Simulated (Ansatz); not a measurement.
The same path of FH3NSi (6 atoms, charge 0, multiplicity 2) was run 3 times with different band settings. The coordinate that changes most is the dihedral H5–N1–Si2–F3.

Level of theory: Ansatz 0.2.0, UKS PBE/def2-SVP.

Relaxed end points:

```xyz
6
Properties=species:S:1:pos:R:3
N -0.362 0.215 -0.761
Si 0.200 -0.536 0.707
F 1.837 -0.710 0.593
H -1.226 0.764 -0.722
H -0.282 -0.266 -1.661
H -0.125 0.468 1.798
```

```xyz
6
Properties=species:S:1:pos:R:3
N -0.363 0.214 -0.762
Si 0.200 -0.535 0.707
F 1.837 -0.709 0.595
H -0.284 -0.270 -1.661
H -1.225 0.765 -0.723
H -0.122 0.471 1.798
```

Common settings: movable images 5; climbing image yes; optimiser quadratic models (default); start path IDPP; iteration limit 60; end points relaxed.

| run | spring | force threshold |
| --- | --- | --- |
| 1 | 5.0 eV/Å² | 0.03 eV/Å |
| 2 | 0.5 eV/Å² | 0.03 eV/Å |
| 3 | 5.0 eV/Å² | 0.5 eV/Å |

Problem. What does each run give, and how far can it be trusted?

Solution. Run 1: converged after 9 iterations, highest image 0.074 eV above the first end. A vibrational analysis at the climbing image gives one clearly imaginary mode, 175i cm⁻¹: a first-order saddle point.
Run 2: converged after 9 iterations, highest image 0.074 eV above the first end. Another band between the same ends (5 images) ends at a top of the same energy, where a vibrational analysis finds 1 clearly imaginary mode.
Run 3: converged after 2 iterations, highest image 0.135 eV above the first end. The threshold of 0.5 eV/Å is loose, so the images may lie well off the minimum-energy path. The order of the stationary point at the top wasn't checked.
